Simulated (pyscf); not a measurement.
A first-order saddle from PySCF, ωB97X-D3(BJ)/def2-SVP:

```xyz
9

O     -0.2524     1.0684     0.4818
Ti    -1.1636    -0.6239    -0.1166
F     -0.5311    -2.2420    -0.1690
F     -2.5217    -0.4398    -1.1656
F     -1.9339    -0.6516     1.4488
H     -0.6430     1.8787     0.8263
O      0.2788    -0.0015    -1.3770
H      0.3158     0.9007    -0.5150
H      1.0283    -0.5546    -1.6244
```
Charge 0, spin multiplicity 1.

Surface: singlet, charge 0. Lowest wavenumbers (cm⁻¹): 1024i, 35, 175, 202, 235.

Task: What reaction is this the transition state of?

Result: H₂O (SMILES O) + HO–Ti(F)(F)–F (SMILES [OH][Ti]([F])([F])[F]) <-> HO–Ti(F)(F)–F (SMILES [OH][Ti]([F])([F])[F]) + H₂O (SMILES O), a four-centre exchange read from left to right: H–O, O–Ti broken and O–Ti, H–O formed. At ωB97M-D3(BJ)/def2-TZVP it lies +4.7 kcal/mol from the left side and +4.7 kcal/mol from the right (each side as separated species at their lowest minima found). On the reactant side the descent ends in an adduct with a O–Ti contact (not fully relaxed), 13.8 kcal/mol under the separated species and 17.4 kcal/mol under the saddle at ωB97X-D3(BJ)/def2-TZVP. On the product side the descent ends in an adduct with a O–Ti contact, 14.1 kcal/mol under the separated species and 17.7 kcal/mol under the saddle at ωB97X-D3(BJ)/def2-TZVP. What is counted as formed (O–Ti) is already present as a longer contact in the reactant adduct; forming that adduct is a step of its own. What is counted as broken (O–Ti) persists as a longer contact in the product adduct; parting that adduct is a step of its own. This is the saddle that the search found; another between the same sides may lie lower.
